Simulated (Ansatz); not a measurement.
System: rock-salt TiN. Method: LDA (plane waves, PAW; Ansatz, a program for electronic structure).

Run with plane-wave cutoff 520 eV, 16×16×16 k mesh, Fermi–Dirac smearing 0.1 eV, perturbation theory, force constants from a 4×4×4 q mesh, no spin polarisation, scalar-relativistic PAW data made under PBE.

Computed at the level's own relaxed cell.

Space group Fm-3m (No. 225); a = b = c = 4.172 Å, α = β = γ = 90.00°

```csv
atom,site,symmetry,x,y,z
Ti,4a,m-3m,0.0000,0.0000,0.0000
N,4b,m-3m,0.5000,0.5000,0.5000
```
(The calculation used a cell of 2 atoms; values per cell refer to that cell.)

Harmonic phonon frequencies (cm⁻¹; i marks an imaginary mode):

| q point | frequencies |
|---|---|
| Γ | 0 0 0 551 551 551 |
